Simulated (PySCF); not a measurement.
Compound: vinyl, C2H3 (doublet state).
Atom-mapped SMILES: `[CH:1]=[CH2:2]` (hydrogens: H3 on C1; H4, H5 on C2)

Level of theory: PySCF 2.14.0, PBE0-D3(BJ)/def2-TZVP geometry optimisation, gas phase.

(1) Give the optimised bond lengths and angles.

Results:

(1) 
```tsv
bond	length (bohr)	order
C1=C2	2.460	double
C1–H3	2.041	single
C2–H4	2.055	single
C2–H5	2.064	single
```

Orders are formal, as drawn. A selection of angles:
```tsv
angle	degrees
C2–C1–H3	138.3
C1–C2–H4	122.2
C1–C2–H5	121.5
H4–C2–H5	116.3
```

C2 (carbon bonded to C and 2 H) is planar (angles 122.2°, 121.5° and 116.3°, sum 360.0°, 0.00 Å off the plane of its three neighbours).

Point group: Cs (every atom within 0.08 Å of its image). Not checked by PBE0-D3(BJ)/def2-TZVP frequencies. ⟨S²⟩ = 0.764 (exact for a doublet: 0.75). Isolated species at its PBE0-D3(BJ)/def2-TZVP geometry, gas phase.

Time: 4.8 s of wall time; peak memory 0.35 GiB. Hardware: an Arm Neoverse V1 with one thread, no GPU (shared host). These figures are those of the optimisation.
